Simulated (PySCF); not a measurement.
Molecule: `C=CC(F)(F)F`, C3H3F3.

Atoms are numbered as in `[CH2:1]=[CH:2][C:3]([F:4])([F:5])[F:6]`. Each H is labelled by its parent atom. Ha(C1) is cis to C3; Hb(C1) is trans to C3.

Spin–spin couplings on one PBE0-D3(BJ)/def2-SVP geometry, PySCF 2.14, gas phase, non-relativistic, equivalent pairs averaged; isotopes $^{1}$H; basis pcJ-1.

Reference values (Hz): $^{3}J$(H(C2),Hb(C1)) = 11.1 (measured; solution (compiled); Pretsch, Buehlmann, Badertscher, Structure Determination of Organic Compounds, 4th ed., Springer 2009); $^{3}J$(H(C2),Ha(C1)) = 17.5 (measured; solution (compiled); Pretsch, Buehlmann, Badertscher, Structure Determination of Organic Compounds, 4th ed., Springer 2009); $^{2}J$(Hb(C1),Ha(C1)) = 0.2 (measured; solution (compiled); Pretsch, Buehlmann, Badertscher, Structure Determination of Organic Compounds, 4th ed., Springer 2009).

Q: How do the couplings (Hz) change with the functional? Times are CPU seconds on shared hosts with different chips, so compare them loosely.

A: 
```tsv
functional	functions	$^{3}J$(H(C2),Hb(C1))	$^{3}J$(H(C2),Ha(C1))	$^{2}J$(Hb(C1),Ha(C1))	mean abs. error	core-s
LDA	192	9.3	13.9	2.0	2.4	14
PBE	192	11.1	17.8	1.7	0.6	25
KT2	192	13.9	23.9	0.2	3.1	25
B3LYP	192	12.1	19.0	1.3	1.2	28
PBE0	192	12.1	18.9	-0.7	0.9	35
B97-2	192	10.7	16.9	0.3	0.4	33
BHandHLYP	192	14.3	21.7	-2.1	3.1	23
CAM-B3LYP	192	12.5	19.0	0.5	1.1	44
```

Errors compare magnitudes, without vibrational corrections, and the largest couplings weigh most in the mean. Closest: B97-2; furthest: BHandHLYP. Left out for a near triplet instability: HF/pcJ-1.
